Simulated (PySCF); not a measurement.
Gas-phase reaction: SiF(OH)₃ + 2 SiF₄ ⇌ 3 SiF₃OH

Method: PySCF energies (xtb for GFN2) plus ideal-gas RRHO corrections (1 bar). † marks an energy on the PBE0/def2-TZVP geometry and frequencies; other levels use their own. CCSD(T) freezes the core. 6-31G* has spherical d functions here. All species are closed-shell singlets. No R ln 2 is added for the mirror-image form of SiF(OH)₃. SiF(OH)₃, SiF₃OH: computed as isolated molecules; such fragments, hydroxides, amides, oligomers or adducts are transient or little studied in the gas. CCSD(T) isn't extrapolated to the basis-set limit; its ΔH°(298 K) is -12.2 kJ in def2-SVP and -9.5 kJ in def2-TZVPP. The harmonic model lacks anharmonicity and excited electronic states, which grow with temperature; levels with a mode under 35 cm⁻¹ are left out. Internal rotation in SiF(OH)₃, SiF₃OH is treated as a harmonic vibration of one conformer, which makes the entropy rough. Warning, point group unlike the PBE0 one: SiF(OH)₃ (PBE/def2-SVP).

| level | ΔE electronic, kJ | ΔH°(298 K), kJ | ΔS°(298 K), J/K | ΔG°(1200 K), kJ |
|---|---|---|---|---|
| CCSD(T)/def2-SVP† | -12 | -12 | 54 | -78 |
| CCSD(T)/def2-TZVPP† | -9 | -9 | 54 | -75 |
| GFN2-xTB | -22 | -24 | 60 | -98 |
| HF/6-31G* | -10 | -11 | 55 | -78 |
| M06-2X/def2-TZVP† | -11 | -12 | 54 | -77 |
| PBE/def2-SVP | -12 | -13 | 45 | -68 |
| PBE0/def2-QZVP† | -11 | -12 | 54 | -77 |
| PBE0/def2-TZVP | -11 | -12 | 54 | -77 |
| r2SCAN/def2-TZVP† | -11 | -12 | 54 | -77 |
| ωB97M-V/def2-TZVP† | -11 | -11 | 54 | -77 |
| ωB97X-V/def2-TZVP† | -11 | -11 | 54 | -77 |
ΔH° is lowest at GFN2-xTB and highest at CCSD(T)/def2-TZVPP†. No reference value is set beside these.
